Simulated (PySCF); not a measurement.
Species: C₄H₅ClO.
SMILES: `ClC(=O)C1CC1`

Torsions of this conformer, `[O:1]=[C:2]([Cl:3])[CH:4]1[CH2:5][CH2:6]1`: O1–C2–C4–C5 145°.

The closed-shell ground state was solved at several levels (PySCF, density fitting, gas phase, non-relativistic). Isolated species at its PBE0-D3(BJ)/def2-SVP geometry (one conformer only).

| level | basis functions | HOMO (eV) | LUMO (eV) | gap (eV) | dipole (D) |
| --- | --- | --- | --- | --- | --- |
| B3LYP/cc-pVTZ | 254 | -8.06 | -1.13 | 6.93 | 3.38 |
| B3LYP/def2-TZVP | 222 | -8.09 | -1.18 | 6.91 | 3.42 |

(1) Estimate the row for B3LYP/6-31G*, a basis of 98 functions; the other rows only guide the guess.

(2) Over all these levels, which gives the widest orbital gap and which the narrowest?

(3) How much does the basis alone move the frontier levels among the 3 B3LYP rows (the withheld one included)?

(4) How far do the dipole and the HOMO energy spread over the levels?

Results:

(1) HOMO -7.84 eV, LUMO -0.87 eV, gap 6.97 eV, dipole 3.42 D.

(2) B3LYP/6-31G* has the widest, 6.97 eV, and B3LYP/def2-TZVP the narrowest, 6.91 eV. From the narrowest to the widest the HOMO moves by +0.25 eV and the LUMO by +0.31 eV.

(3) The HOMO by 0.25 eV and the LUMO by 0.31 eV. By rising basis size (HOMO, LUMO in eV): 6-31G* -7.84, -0.87; def2-TZVP -8.09, -1.18; cc-pVTZ -8.06, -1.13.

(4) The dipole runs from 3.38 to 3.42 D (mean 3.41 D) and the HOMO from -8.09 to -7.84 eV.
